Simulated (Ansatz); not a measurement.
Input file:

```yaml
crystal:
  periodic: [false, false, false]
  atoms:
    - {symbol: Ga, position_ang: [0.000000, 0.000000, 1.669000]}
    - {symbol: O, position_ang: [0.000000, 0.000000, -0.188300]}
    - {symbol: O, position_ang: [0.000000, 0.000000, -1.480700]}
basis:
  gaussian: {orbitals: 6-31G}
total_charge: 1
magnetization: {spin_polarized: false, initial_magnetization: 2}
hamiltonian: {xc: {name: PBE0}, pseudopotentials: {relativity: scalar}}
correlation: {method: bccd, electrons: outside_noble_gas, diis_vectors: 12}
```

```sh
$ ansatz run in.yaml --threads 1 --pin off --events-out ev --progress --plain --max-ram 2393MiB
```

Output:

```
410 factors; integrals over basis functions are off by at most 3.5e-4 eV
mean field evaluation 1: about -56836.6990 eV, gradient 7.4e1 eV
mean field evaluation 2: about -56836.7757 eV, gradient 7.4e1 eV
mean field evaluation 4: about -56849.3428 eV, gradient 3.3e1 eV
mean field evaluation 8: about -56855.3011 eV, gradient 7.4e0 eV
mean field evaluation 16: about -56855.5065 eV, gradient 2.2e-3 eV
mean field evaluation 32: about -56853.0118 eV, gradient 1.3e-3 eV
mean field evaluation 64: about -56824.3112 eV, gradient 5.8e1 eV
mean field -56855.50651065 eV, -2089.4013262198 hartree, gradient 2.2e-6 eV, S^2 2.000000; 2 other end points of the search recorded, 0 dependent functions left out
mean field evaluation 96: about -56804.6988 eV, gradient 8.7e-1 eV
mean field evaluation 128: about -56804.7234 eV, gradient 1.5e0 eV
mean field evaluation 160: about -56796.1785 eV, gradient 1.7e1 eV
mean field evaluation 192: about -56796.2727 eV, gradient 1.3e0 eV
16 core orbitals not correlated, not the lowest: weight in the atoms' cores, before any rotation towards them, 0.791 or more for the frozen orbitals, at most 0.196 for the correlated occupied ones
reference -56803.75149418 eV, -2087.4993644454 hartree; 8, 6 occupied and 23, 25 virtual orbitals, 410 factors
second order -8.45117590 eV of doubles, -0.54317289 eV of singles
cycle   1  -7.62017088 eV  change     1.4e0 eV  update   1.4e-1
cycle   2  -8.16500104 eV  change   -5.4e-1 eV  update   7.5e-2
cycle   3  -8.30791366 eV  change   -1.4e-1 eV  update   2.6e-2
cycle   4  -8.32877377 eV  change   -2.1e-2 eV  update   9.4e-3
cycle   5  -8.32785930 eV  change    9.1e-4 eV  update   3.1e-3
cycle   6  -8.32782736 eV  change    3.2e-5 eV  update   1.4e-3
cycle   7  -8.32723095 eV  change    6.0e-4 eV  update   5.9e-4
cycle   8  -8.32717510 eV  change    5.6e-5 eV  update   1.9e-4
cycle   9  -8.32719425 eV  change   -1.9e-5 eV  update   8.4e-5
cycle  10  -8.32714633 eV  change    4.8e-5 eV  update   3.3e-5
cycle  11  -8.32714554 eV  change    7.9e-7 eV  update   1.1e-5
Total energy: -56812.07863972 eV, -2087.8053813998 hartree
Relativity: scalar
```

Ran on 1 thread of Arm Neoverse V2, shared host: 9 s wall, 0.17 GiB peak host memory.
